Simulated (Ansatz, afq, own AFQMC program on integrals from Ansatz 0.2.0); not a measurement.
AlSi$_{2}$NH$_{8}$⁺, doublet in def2-TZVP, levels against AFQMC with the constraint released

```xyz
12

Al   -0.9097    1.7242   -0.2600
N    -0.0708    0.1413   -0.0189
Si   -0.1491   -0.7080    1.5190
Si    0.8535   -0.6065   -1.3147
H    -0.8000    2.4156   -1.6816
H    -1.7105    2.3365    0.9627
H     1.2161   -0.8757    2.1096
H    -0.7368   -2.0738    1.3448
H    -0.9989    0.0715    2.4668
H     0.8393    0.2907   -2.5077
H     0.2729   -1.9331   -1.6940
H     2.2708   -0.8381   -0.8920
```

Basis def2-TZVP. Only valence electrons are correlated. Integrals, coupled cluster, full CI and functionals: Ansatz 0.2.0; the random walks run on the same integrals in our own AFQMC program. The CISD trial takes its coefficients from CCSD amplitudes. Released means that phaseless walkers are propagated on without the constraint, phases kept. Uncertainties: one standard error, sampling alone.

Determinant: UHF, the one that the program's search chose, which needn't be the lowest solution. The geometry is a PBE0/def2-SVP stationary point of this or a neighbouring charge and spin state.

No full CI on the walks' own integrals is used here. The released AFQMC energy serves as the reference, which it does only where one determinant dominates, the energy is flat over the last release times and near the phaseless one (40 meV or 2 meV an electron, half that with transition metals). On small molecules, where full CI could be run and the noise was under 10 meV, such values lay within 10 meV of it in 19 cases of 20, a flattering rate, since the rule was set on those same cases; what remains of the bias isn't in the error bar.

Cautions: the released value is read at 0.63 1/Eh with a noise of 27 meV, more than in the cases checked, later times being too noisy (meV from the phaseless value at times in 1/Eh: -16 ± 24 at 0.21, -29 ± 23 at 0.42, -19 ± 27 at 0.63, -10 ± 36 at 0.90).

The T1 diagnostic is 0.0300 and the weight of the determinant in the CISD state is 0.764. The ⟨S²⟩ of the determinant is 0.762 and the size of the correlated space is 23 electrons in 174 orbitals.

Reference: AFQMC with the constraint released, correlation energy -15.402 ± 0.027 eV.

```
        level  E − E(reference) (kcal/mol)  share of correlation (%)
           HF                355.18 ± 0.62                      0.00
          MP2                 62.59 ± 0.62                     82.38
         CCSD                 12.91 ± 0.62                     96.37
      CCSD(T)                  1.71 ± 0.62                     99.52
ph-AFQMC/CISD                  0.44 ± 0.73                     99.88
```

Released energies are given only where the last usable release times agree within the noise; a slower fall can still hide under it.
